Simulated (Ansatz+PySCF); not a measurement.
# singlet CH₄: levels of theory in one basis

```xyz
5

C     0.0000    0.0000    0.0000
H     0.8559    0.8559    0.8559
H     0.6340   -0.6340   -0.6340
H    -0.6340    0.6340   -0.6340
H    -0.6340   -0.6340    0.6340
```

Basis set: 6-31G (spherical functions). Correlated methods keep 1 orbital frozen. Charge 0, multiplicity 1.

Computed with Ansatz (development build ahead of 0.2.0); each method stands on the lowest determinant of its kind that the runs found.

```
                            method  E − E(RHF) (eV)  <S²> of the determinant
                               RHF             0.00                     0.00
                          RHF-CCSD            -3.51                        –
                       RHF-CCSD(T)            -3.57                        –
full CI (lowest root of this spin)            -3.58                        –
```

(1) What does RHF-MP2 give on the same scale?

(2) Is a single determinant a sound starting point here?

Results:

(1) -2.87 eV.

At such a shape the full CI root can have another spatial symmetry than the determinants, so the rows needn't describe one state.

(2) Only with care. Unrestricted orbitals gain 0.00 eV and <S²> is 0.00 against 0.00 for a pure state, but bonds are stretched.

Caution for RHF-MP2, RHF-CCSD, RHF-CCSD(T): bonds are stretched, where a single reference can fail.
